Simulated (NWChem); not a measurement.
System: methylamine (CH5N); SMILES CN

NWChem printed, in part:

```
             Northwest Computational Chemistry Package (NWChem) 7.3.0
             --------------------------------------------------------

                             Geometry "geometry" -> ""
                             -------------------------

 Output coordinates in angstroms (scale by  1.889725989 to convert to a.u.)

  No.       Tag          Charge          X              Y              Z
 ---- ---------------- ---------- -------------- -------------- --------------
    1 C                    6.0000    -0.00772100     0.69003400     0.00000000
    2 N                    7.0000    -0.09673000    -0.75365900     0.00000000
    3 H                    1.0000    -0.52811400     1.09677200    -0.88172400
    4 H                    1.0000    -0.52811400     1.09677200     0.88172400
    5 H                    1.0000     1.01667100     1.11973700     0.00000000
    6 H                    1.0000     0.37643500    -1.14144600    -0.81332000
    7 H                    1.0000     0.37643500    -1.14144600     0.81332000

 Effective nuclear repulsion energy (a.u.)      42.0591357843

                                 NWChem DFT Module
                                 -----------------

 Summary of "ao basis" -> "ao basis" (spherical)
 ------------------------------------------------------------------------------
       Tag                 Description            Shells   Functions and Types
 ---------------- ------------------------------  ------  ---------------------
 C                          def2-svp                 6       14   3s2p1d
 N                          def2-svp                 6       14   3s2p1d
 H                          def2-svp                 3        5   2s1p

 in cosmo_initialize ...
 calling solv_data for solv:hexane

 solvent parameters
 solvname_short: hexane
 solvname_long:  n-hexane
 dielec:        1.8819
 dielecinf:     1.8903
 nonaqueous SMD model solvent descriptors
 dielec:        1.8819
 sola:          0.0000
 solb:          0.0000
 solc:          0.0000
 solg:         25.7500
 solh:          0.0000
 soln:          1.3749

          ---------------
          -cosmo- solvent
          ---------------
 Cosmo: York-Karplus, doi: 10.1021/jp992097l
 dielectric constant -eps-     =   1.88
 screen = (eps-1)/(eps    )    =   0.46862
 surface charge correction     = lagrangian

   van der Waals surface
 --------------------------

 ---------- ATOMIC COORDINATES (A.U.) ------------ VDWR(ANG.) --
     1   -0.01459057    1.30397518    0.00000000     1.850
     2   -0.18279319   -1.42420900    0.00000000     1.890
     3   -0.99799075    2.07259855   -1.66621676     1.200
     4   -0.99799075    2.07259855    1.66621676     1.200
     5    1.92122961    2.11599611    0.00000000     1.200
     6    0.71135900   -2.15702017   -1.53695194     1.200
     7    0.71135900   -2.15702017    1.53695194     1.200
 number of segments per atom =        128
 number of   points per atom =        128
 atom (   nspa,  nppa )
 ----------------------
    1 (     62,     0 )       0
    2 (     80,     0 )       0
    3 (     55,     0 )       0
    4 (     55,     0 )       0
    5 (     56,     0 )       0
    6 (     49,     0 )       0
    7 (     49,     0 )       0
 number of -cosmo- surface points =      406
 molecular surface =     72.750 angstrom**2
 molecular volume  =     48.727 angstrom**3
 -lineq- algorithm             =   0
 -bem- low  level              =   3
 -bem- from -octahedral-
 gaussian surface charge width =   4.50000
 degree of switching           =   1.00000
 switching function tolerance  =   0.00010
 atomic radii =
 --------------
    1  6.000  1.850
    2  7.000  1.890
    3  1.000  1.200
    4  1.000  1.200
    5  1.000  1.200
    6  1.000  1.200
    7  1.000  1.200
 ...... end of -cosmo- initialization ......

 nat:                     7
 ixmem:                  2814
 calling mnsol_interface()
 G(SMD-CDS) energy (kcal/mol)  =     0.281
 SMD-CDS SASA (angstrom**2)    =    90.670

[...]

                                COSMO-SMD solvation results
                                ---------------------------

             internal energy in gas <Psi(g)|H|Psi(g)> =       -95.666715427741
         internal energy in solvent <Psi(s)|H|Psi(s)> =       -95.666571703676
                               delta internal energy  =         0.000143724064 (    0.09 kcal/mol)
   total free energy in solvent <Psi(s)|H+V/2|Psi(s)> =       -95.669725424236
 polarization energy contribution <Psi(s)|V/2|Psi(s)> =        -0.003153720560 (   -1.98 kcal/mol)
    total free energy in solvent including G(SMD-CDS) =       -95.669278193452
                       G(SMD-CDS) energy contribution =         0.000447230784 (    0.28 kcal/mol)
     1 M fixed-concentration free energy of solvation =        -0.002562765712 (   -1.61 kcal/mol)

                       DFT Final Molecular Orbital Analysis
                       ------------------------------------

 Vector    7  Occ=2.000000D+00  E=-4.094758D-01
              MO Center= -2.9D-02,  4.3D-01,  4.9D-10, r^2= 1.7D+00
   Bfn.  Coefficient  Atom+Function         Bfn.  Coefficient  Atom+Function
  ----- ------------  ---------------      ----- ------------  ---------------
     4      0.348213  1 C  px                19     -0.266305  2 N  py
     5     -0.239280  1 C  py                39      0.204331  5 H  s
    29     -0.202964  3 H  s                 34     -0.202964  4 H  s
     7      0.156659  1 C  px                22      0.136380  2 N  py
     8     -0.105443  1 C  py                18     -0.099468  2 N  px

 Vector    8  Occ=2.000000D+00  E=-3.682562D-01
              MO Center= -1.7D-01,  4.4D-01,  2.7D-10, r^2= 1.9D+00
   Bfn.  Coefficient  Atom+Function         Bfn.  Coefficient  Atom+Function
  ----- ------------  ---------------      ----- ------------  ---------------
     6      0.385708  1 C  pz                29     -0.293551  3 H  s
    34      0.293551  4 H  s                 20      0.237621  2 N  pz
    44      0.198566  6 H  s                 49     -0.198566  7 H  s
     9      0.161189  1 C  pz                30     -0.137514  3 H  s
    35      0.137514  4 H  s                 23     -0.104121  2 N  pz

 Vector    9  Occ=2.000000D+00  E=-2.410848D-01
              MO Center= -1.4D-01, -5.0D-01, -3.2D-11, r^2= 1.5D+00
   Bfn.  Coefficient  Atom+Function         Bfn.  Coefficient  Atom+Function
  ----- ------------  ---------------      ----- ------------  ---------------
    18      0.507333  2 N  px                21     -0.426325  2 N  px
    17      0.257580  2 N  s                 39      0.219421  5 H  s
    40      0.167508  5 H  s                 16      0.161000  2 N  s
     4      0.146784  1 C  px                19      0.129470  2 N  py
    22     -0.128047  2 N  py                29     -0.098057  3 H  s

 Vector   10  Occ=0.000000D+00  E= 7.514521D-02
              MO Center=  4.5D-01, -2.8D-01, -7.0D-09, r^2= 4.9D+00
   Bfn.  Coefficient  Atom+Function         Bfn.  Coefficient  Atom+Function
  ----- ------------  ---------------      ----- ------------  ---------------
     3      1.430125  1 C  s                 17      1.089053  2 N  s
    40     -0.811839  5 H  s                 45     -0.762598  6 H  s
    50     -0.762598  7 H  s                 30     -0.655974  3 H  s
    35     -0.655974  4 H  s                  8      0.498995  1 C  py
    21      0.258063  2 N  px                22     -0.177513  2 N  py

 Vector   11  Occ=0.000000D+00  E= 1.175937D-01
              MO Center=  5.0D-02,  5.2D-01, -4.6D-09, r^2= 5.7D+00
   Bfn.  Coefficient  Atom+Function         Bfn.  Coefficient  Atom+Function
  ----- ------------  ---------------      ----- ------------  ---------------
     3      2.430761  1 C  s                 17     -1.250527  2 N  s
    30     -1.121595  3 H  s                 35     -1.121595  4 H  s
    40     -0.913098  5 H  s                 45      0.648745  6 H  s
    50      0.648745  7 H  s                 21     -0.229862  2 N  px
     2      0.216886  1 C  s                  1     -0.126919  1 C  s

 Vector   12  Occ=0.000000D+00  E= 1.344752D-01
              MO Center= -1.3D-01, -3.5D-02,  4.7D-09, r^2= 5.3D+00
   Bfn.  Coefficient  Atom+Function         Bfn.  Coefficient  Atom+Function
  ----- ------------  ---------------      ----- ------------  ---------------
    30      1.124967  3 H  s                 35     -1.124967  4 H  s
    45      0.948125  6 H  s                 50     -0.948125  7 H  s
     9      0.838527  1 C  pz                23      0.450527  2 N  pz
     6      0.280236  1 C  pz                20     -0.233239  2 N  pz
    44      0.089435  6 H  s                 49     -0.089435  7 H  s

     Multipole analysis of the density
     ---------------------------------

     L   x y z        total         alpha         beta         nuclear
     -   - - -        -----         -----         ----         -------
     0   0 0 0     -0.000000     -9.000000     -9.000000     18.000000

     1   1 0 0      0.572083      0.295606      0.295606     -0.019130
     1   0 1 0      0.058865      0.128662      0.128662     -0.198459
     1   0 0 1     -0.000000     -0.000000     -0.000000      0.000000

     2   2 0 0    -11.066488     -8.998408     -8.998408      6.930328
     2   1 1 0     -1.586896     -0.077353     -0.077353     -1.432190
     2   1 0 1      0.000000      0.000000      0.000000      0.000000
     2   0 2 0    -10.136190    -28.455569    -28.455569     46.774948
     2   0 1 1     -0.000000     -0.000000     -0.000000      0.000000
     2   0 0 2     -9.254204     -9.765602     -9.765602     10.276999
```

Level: PBE0/def2-SVP, SMD on the gas-phase geometry. Geometry: optimised at PBE0/def2-SVP. Solvent: n-hexane.

Question: Which NWChem input produces such a log?

Answer: Several could match; the one computed here: the input that was run:
```
start job
memory heap 200 mb stack 900 mb global 1100 mb
geometry units angstroms noautosym nocenter noautoz
  C     -0.007721     0.690034     0.000000
  N     -0.096730    -0.753659     0.000000
  H     -0.528114     1.096772    -0.881724
  H     -0.528114     1.096772     0.881724
  H      1.016671     1.119737     0.000000
  H      0.376435    -1.141446    -0.813320
  H      0.376435    -1.141446     0.813320
end
basis spherical
  * library def2-svp
end
dft
  xc pbe0
  iterations 150
end
cosmo
  do_cosmo_smd true
  solvent hexane
end
task dft energy
```
